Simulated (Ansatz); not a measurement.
The cation of H₂MgS (`[MgH][SH]`) at the neutral geometry.

```yaml
crystal:
  periodic: [false, false, false]
  atoms:
    - {symbol: Mg, position_ang: [-0.036045, -0.777044, 0.271844]}
    - {symbol: S, position_ang: [-0.566055, 1.000285, -1.081268]}
    - {symbol: H, position_ang: [0.342656, -2.097896, 1.261845]}
    - {symbol: H, position_ang: [0.314943, 1.814354, -0.472720]}
basis:
  gaussian: {orbitals: def2-TZVPP}
total_charge: 1
magnetization: {spin_polarized: true, initial_magnetization: 1}
hamiltonian: {xc: pbe, dispersion: d4}
```

```sh
$ ansatz run in.yaml --threads 2 --pin off --events-out ev --progress --plain
```

Output, abridged:

```
Functional definition: PBE
690 factors; their error is unknown
mean field evaluation 1: about -16286.4949 eV, gradient 3.6e1 eV
mean field evaluation 2: about -16204.6342 eV, gradient 9.4e1 eV
mean field evaluation 4: about -16291.4825 eV, gradient 2.2e1 eV
mean field evaluation 8: about -16293.4612 eV, gradient 1.3e1 eV
mean field evaluation 16: about -16296.0054 eV, gradient 6.2e-4 eV
mean field evaluation 32: about -16296.0053 eV, gradient 1.6e-3 eV
mean field -16296.00542711 eV, -598.8671536171 hartree, gradient 1.7e-5 eV, S^2 0.755820; 3 other end points of the search recorded, 0 dependent functions left out
reference -16296.00546870 eV, -598.8671551454 hartree; 15, 14 occupied and 87, 88 virtual orbitals, 690 factors
Total energy: -16296.04327109 eV, -598.8685443575 hartree
```

Run time 2.5 s (2 threads of a server CPU on a shared host); peak host memory 0.18 GiB.
